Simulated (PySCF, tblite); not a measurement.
Compound: C5H7F.
Numbering: `[F:1][CH2:2][C:3]1=[CH:4][CH2:5][CH2:6]1` (hydrogens: H7, H8 on C2; H9 on C4; H10, H11 on C5; H12, H13 on C6)

Cartesian coordinates in Å at the GFN2-xTB level; atoms count from 1:
```xyz
13
C5H7F angstrom
F      2.2456   -0.4227    1.3430
C      1.8777    0.0249    0.0883
C      0.3996    0.1203   -0.0242
C     -0.4686    1.1101   -0.2300
C     -1.6737    0.2139   -0.1589
C     -0.6671   -0.9405    0.0831
H      2.3512    1.0024   -0.0498
H      2.2887   -0.7013   -0.6241
H     -0.3745    2.1672   -0.3982
H     -2.2501    0.1347   -1.0790
H     -2.3483    0.4143    0.6716
H     -0.6430   -1.7011   -0.6956
H     -0.7420   -1.4217    1.0560
```

Method: PBE0/pcSseg-1 in PySCF (dipole) on a GFN2-xTB geometry, gas phase.

Take the most abundant isotopes and a rigid rotor. The values belong to one conformer with, in the numbering `[F:1][CH2:2][C:3]1=[CH:4][CH2:5][CH2:6]1`, F1–C2–C3–C4 117°.

(1) Give the principal moments of inertia and the rotational constants in GHz.

(2) Classify the top.

(3) Is it planar, by Δ = Ic − Ia − Ib?

(4) Give the other two planar moments, Paa and Pbb, and the rms extents of the mass along the axes.

(5) Predict some low-J microwave lines.

(6) Estimate the classical rotational partition function at 50 K, 100 K and 500 K.

## Answers

(1) Ia = 55.27, Ib = 223.57, Ic = 251.31 u·Å²; 505379 MHz·u·Å²/I gives 9143, 2261 and 2011 MHz, that is A = 9.1434, B = 2.2605, C = 2.0110 GHz.

(2) A near-prolate asymmetric top; Ray's κ = -0.930.

(3) Not planar: Δ = Ic − Ia − Ib = -27.53 u·Å². For a rigid frame Δ = −2 Σ m c², so Σ m c² = 13.77 u·Å² lies off the ab plane: 5.89 from hydrogen and 7.88 from heavier atoms. The atom farthest from that plane is 1.48 Å away.

(4) Paa = Σ m a² = (Ib + Ic − Ia)/2 = 209.80 and Pbb = Σ m b² = (Ia + Ic − Ib)/2 = 41.51 u·Å². With the mass M = 86.05 u, the rms extents √(P/M) along a, b and c are 1.56, 0.69, 0.40 Å.

(5) The dipole components are |μa| = 1.36 D, |μb| = 0.75 D, |μc| = 1.06 D. Intensities carry the squares of the components, which stand as 1.00 : 0.30 : 0.61 (a : b : c). Some lines, for components of 0.1 D or more:

```json
{"type": "c", "branch": "R", "J(Ka,Kc)": "1(1,0) ← 0(0,0)", "MHz": "11404", "lower level (cm⁻¹)": "0.000"}
{"type": "a", "branch": "R", "J(Ka,Kc)": "3(0,3) ← 2(0,2)", "MHz": "12788", "lower level (cm⁻¹)": "0.427"}
{"type": "a", "branch": "R", "J(Ka,Kc)": "3(1,2) ← 2(1,1)", "MHz": "13185", "lower level (cm⁻¹)": "0.674"}
{"type": "c", "branch": "R", "J(Ka,Kc)": "2(1,1) ← 1(0,1)", "MHz": "15925", "lower level (cm⁻¹)": "0.142"}
{"type": "a", "branch": "R", "J(Ka,Kc)": "4(1,4) ← 3(1,3)", "MHz": "16574", "lower level (cm⁻¹)": "1.064"}
{"type": "a", "branch": "R", "J(Ka,Kc)": "4(2,3) ← 3(2,2)", "MHz": "17081", "lower level (cm⁻¹)": "1.790"}
{"type": "c", "branch": "Q", "J(Ka,Kc)": "2(2,1) ← 2(1,1)", "MHz": "20648", "lower level (cm⁻¹)": "0.674"}
{"type": "b", "branch": "R", "J(Ka,Kc)": "2(2,1) ← 1(1,0)", "MHz": "29441", "lower level (cm⁻¹)": "0.380"}
{"type": "c", "branch": "R", "J(Ka,Kc)": "2(2,1) ← 1(1,1)", "MHz": "29691", "lower level (cm⁻¹)": "0.372"}
{"type": "c", "branch": "Q", "J(Ka,Kc)": "4(3,2) ← 4(2,2)", "MHz": "34961", "lower level (cm⁻¹)": "2.363"}
{"type": "c", "branch": "Q", "J(Ka,Kc)": "3(3,1) ← 3(2,1)", "MHz": "35009", "lower level (cm⁻¹)": "1.791"}
{"type": "b", "branch": "Q", "J(Ka,Kc)": "3(3,0) ← 3(2,1)", "MHz": "35009", "lower level (cm⁻¹)": "1.791"}
{"type": "c", "branch": "R", "J(Ka,Kc)": "4(2,2) ← 3(1,2)", "MHz": "37459", "lower level (cm⁻¹)": "1.113"}
{"type": "c", "branch": "R", "J(Ka,Kc)": "3(3,1) ← 2(2,1)", "MHz": "47857", "lower level (cm⁻¹)": "1.362"}
{"type": "b", "branch": "Q", "J(Ka,Kc)": "4(4,1) ← 4(3,2)", "MHz": "49041", "lower level (cm⁻¹)": "3.529"}
{"type": "b", "branch": "R", "J(Ka,Kc)": "4(4,1) ← 3(3,0)", "MHz": "66140", "lower level (cm⁻¹)": "2.959"}
{"type": "b", "branch": "R", "J(Ka,Kc)": "4(4,0) ← 3(3,1)", "MHz": "66140", "lower level (cm⁻¹)": "2.959"}
```

(6) Point group C1, symmetry number σ = 1; q = (√π/σ)·√((kT/h)³/(ABC)), k/h = 20836.6 MHz/K: 9240 at 50 K, 26100 at 100 K, 292000 at 500 K.

Its GFN2-xTB frequencies are all real (lowest 44 cm⁻¹). No vibrational averaging or centrifugal distortion is included, and the geometry carries the error of its method.

Hardware: one thread, Arm Neoverse N1 (aarch64), no GPU, on a shared host. Cost: 23 s, 0.65 GiB resident at most. This is the PBE0/pcSseg-1 job that gave the dipole, with the shieldings it also computed.
